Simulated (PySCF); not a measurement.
Geometry:
| atom | x (Å) | y (Å) | z (Å) |
| --- | --- | --- | --- |
| O1 | -1.249 | 0.288 | 0.008 |
| S2 | -0.047 | -0.488 | -0.008 |
| O3 | 1.213 | 0.190 | -0.006 |

Geometry: PBE0-D3(BJ)/def2-TZVP; GIAO absolute shieldings from PySCF 2.14.0 with density-fitted response routines, gas phase, non-relativistic, averaged over equivalent atoms.

At wB97X-D/pcSseg-2 (115 basis functions, 2.2 s wall time on 1 thread of an AMD EPYC 9R45 96-Core, shared host):
```
atoms  σ (ppm)
O1/O3   -303.6
   S2   -289.2
```

Estimate the result of repeating the calculation with B97-2/pcSseg-2.

Results:


```json
{"atoms": "O1/O3", "σ at B97-2/pcSseg-2": "-294.6", "change": "+9.0"}
{"atoms": "S2", "σ at B97-2/pcSseg-2": "-263.8", "change": "+25.4"}
```

The largest change is at S2 (sulfur bonded to 2 O). Cost: 115 basis functions, 1.8 s wall time on 1 thread of an AMD EPYC 9R45 96-Core, shared host.
